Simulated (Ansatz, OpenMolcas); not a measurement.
## Computed against measured: atomisation enthalpy at 298 K

8 molecules with open shells; the atomisation enthalpy at 298 K in kJ/mol, computed less measured. Shapes, held fixed at every level: PBE0-D4/def2-TZVP. Flexible molecules stand in one conformer, not always the lowest. Thermal terms are harmonic and unscaled (PBE0-D4/def2-TZVP); the spin-orbit lowering of the free atoms is taken from their spectra. Programs: Ansatz 0.2.0, OpenMolcas 26.06. Measured values: Active Thermochemical Tables.

Levels: A = HF/3-21G; B = SPW92/def2-TZVPP; C = B3LYP-D4/def2-TZVPP; D = wB97X-V/def2-TZVPP; E = CCSD/def2-TZVPP.

```tsv
molecule	from tabulated heats	A	B	C	D	E
N2H (dinitrogen monohydride)	913	-728	+227	+35	+25	-88
C2HO (ethynyloxy radical)	1723	-759	+361	+19	+1	-113
CH3 (methyl radical)	1224	-310	+130	+11	-5	-32
CH3O (SMILES [CH2]O)	1636	-642	+280	+7	0	-71
N2H3 (SMILES [NH]N)	1374	-811	+297	+42	+29	-94
C2H3O (acetyl radical)	2347	-879	+396	+9	+4	-113
C3H3 (cyclopropenyl radical)	2318	-843	+403	+11	+7	-117
C2H5O (ethoxy radical)	2784	-888	+442	+19	+14	-104
```

Question: Which level does best on this set, which worst, and which err to one side?

Answer: 
| level | kind | mean error | mean absolute error | worst case |
| --- | --- | --- | --- | --- |
| HF/3-21G | Hartree–Fock | -732.5 | 732.5 | C2H5O |
| SPW92/def2-TZVPP | LDA | +317.0 | 317.0 | C2H5O |
| B3LYP-D4/def2-TZVPP | global hybrid | +19.1 | 19.1 | N2H3 |
| wB97X-V/def2-TZVPP | range-separated hybrid | +9.4 | 10.6 | N2H3 |
| CCSD/def2-TZVPP | coupled cluster or CI | -91.5 | 91.5 | C3H3 |

On this set wB97X-V/def2-TZVPP has the smallest mean absolute error and HF/3-21G the largest. HF/3-21G is too low in 8 of 8; SPW92/def2-TZVPP is too high in 8 of 8; B3LYP-D4/def2-TZVPP is too high in 8 of 8; wB97X-V/def2-TZVPP is too high in 6 of 8; CCSD/def2-TZVPP is too low in 8 of 8. For HF/3-21G and SPW92/def2-TZVPP the error grows with the size of the molecule. Hartree–Fock lacks correlation and underbinds. Rows in very small basis sets show the basis more than the method. Correlated wave functions converge slowly with the basis. CCSD also lacks the triples, which bind further. Spin contamination: N2H (⟨S²⟩ up to 0.87), C2HO (⟨S²⟩ up to 0.89). Open shells run unrestricted. The set is small.
